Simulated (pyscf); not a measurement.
## Four-centre exchange: H₃C–GaH–CH₃ + H₂O → CH₄ + H₃C–GaH–OH

Gas phase, singlet surface, charge 0. Bonds broken: C1–Ga2, O11–H12. Bonds formed: C1–H12, Ga2–O11. Structures and frequencies: ωB97X-D3(BJ)/def2-SVP in PySCF.

Transition state (Å):

```xyz
13

C     -1.7479     1.1964     0.9331
Ga     0.0603    -0.0083     0.5312
C     -0.0829    -0.7620    -1.2669
H     -2.1955     0.1908     1.0671
H     -1.9809     1.7300     1.8686
H     -2.2960     1.6579     0.0971
H      0.5084    -0.6809     1.8729
H     -0.4757    -0.0072    -1.9653
H      0.9044    -1.0871    -1.6323
H     -0.7522    -1.6368    -1.2861
O      0.7431     1.8613     0.4471
H     -0.4558     1.7650     0.7402
H      1.2713     2.1532     1.2011
```

One imaginary mode, 1435i cm⁻¹; descent along it reached the two sides named, in the forms told below.

```tsv
bond	change	reactant side (Å)	saddle	product side
C1–Ga2	breaks	1.988	2.210	3.1
O11–H12	breaks	0.967	1.238	2.6
C1–H12	forms	2.9	1.425	1.100
Ga2–O11	forms	2.213	1.992	1.799
```

Electronic energies relative to the separated reactants (kcal/mol):

| level | barrier | reaction energy | reverse barrier |
|---|---|---|---|
| ωB97X-D3(BJ)/def2-TZVP | 9.6 | -22.4 | 32.0 |
| PBE/def2-TZVP | 6.6 | -23.0 | 29.5 |
| r²SCAN/def2-TZVP | 5.3 | -24.3 | 29.6 |
| B3LYP-D3(BJ)/def2-TZVP | 10.0 | -23.8 | 33.8 |
| PBE0-D3(BJ)/def2-TZVP | 7.7 | -21.7 | 29.5 |
| M06-2X/def2-TZVP | 7.0 | -24.6 | 31.6 |
| ωB97M-D3(BJ)/def2-TZVP | 10.5 | -22.5 | 33.0 |
| HF/def2-TZVP | 25.2 | -25.1 | 50.3 |

With ωB97M-D3(BJ)/def2-TZVP energies and thermal terms (ideal gas, 1 atm, RRHO with modes under 100 cm⁻¹ raised to 100, one conformer, R ln 2 for chiral ones without a mode under 150 cm⁻¹), in kcal/mol:

```
T (K)   ΔH‡   ΔG‡     ΔH     ΔG
-----  ----  ----  -----  -----
298     9.0  20.2  -22.0  -20.7
600     9.2  31.5  -22.5  -19.1
900     9.8  42.5  -22.7  -17.4
1200   10.6  53.3  -22.8  -15.6
```

On the reactant side the descent ends in an adduct with a Ga–O contact, 13.9 kcal/mol under the separated species and 23.5 kcal/mol under the saddle at ωB97X-D3(BJ)/def2-TZVP. What is counted as formed (Ga–O) is already present as a longer contact in the reactant adduct; forming that adduct is a step of its own. One saddle was located; it need not be the lowest between these sides. Elements up to Kr have no core potential and no relativistic terms here.
